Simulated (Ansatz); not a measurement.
We consider Cu2CdSnS4 (I-42m, No. 121; cell taken from a computed entry), described by r²SCAN+SOC (Ansatz, a program for electronic structure, plane waves, PAW).

Settings: plane-wave cutoff 560 eV, 14×14×14 k mesh, Fermi–Dirac smearing 0.05 eV, PAW data made under PBE.

Cell (relaxed with PBEsol):

CdCu2SnS4 is modelled in the tetragonal space group I-42m (No. 121), Pearson symbol tI16. Conventional cell: a = 5.529 Å, b = 5.529 Å, c = 10.832 Å, α = 90.00°, β = 90.00°, γ = 90.00°. Cd on 2a sees 4 S at 2.523 Å (tetrahedral). Cu on 4d is surrounded by 4 S at 2.281 Å (tetrahedral). Sn on 2b is surrounded by 4 S at 2.446 Å (tetrahedral). S on 8i is surrounded by 2 Cu at 2.281 Å and 1 Sn at 2.446 Å and 1 Cd at 2.523 Å (tetrahedral). (Neighbours: up to the widest gap in distance over summed covalent radii, below 1.35, at either atom; cation-cation and far metal-metal contacts left out.)
(The calculation used a cell of 8 atoms; values per cell refer to that cell.)

Question: Estimate the band gap that the calculation returns.

Answer: 
* **band gap**: 0.25 eV (on the SCF k mesh)

Note: cell and atoms aren't relaxed at this level (largest force component 0.20 eV/Å, pressure 1.6 GPa).

Static lattice: no zero-point or thermal effects.
